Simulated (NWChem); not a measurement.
## Spin states of disulfur (S$_{2}$)

```xyz
2

S      0.0000     0.0000     0.9520
S      0.0000     0.0000    -0.9520
```
Charge 0, spin multiplicity 3.

Program: NWChem. Structure: optimised with UPBE0/def2-SVP, a minimum by its harmonic frequencies.

Basis set: def2-TZVP. The gap is E(triplet) − E(singlet) at the geometry of the triplet, so a negative value puts the higher spin lower. Open shells are unrestricted, coupled cluster uses restricted open-shell references, and the singlet is the closed-shell solution. Where the lowest singlet needs several determinants, the single determinant used here isn't a pure state and places it wrongly.

The correlated methods keep 10 core orbitals frozen. The unpaired electrons of the parent sit in orbitals of symmetry b2g and b3g (D2h labels of the run); other states weren't searched. The stability of the SCF solutions was not checked. Open-shell Hartree-Fock references start from PBE0 orbitals. Coupled-cluster values serve here as a point of comparison, not as the truth.

Question: One of these methods gave a vertical singlet-triplet gap of -18.4 kcal/mol. Which?
A) B2PLYP
B) CCSD(T)
C) HF
D) PBE0

Answer: B, CCSD(T). The others give -24.8 (PBE0), -34.3 (HF), -21.7 (B2PLYP).
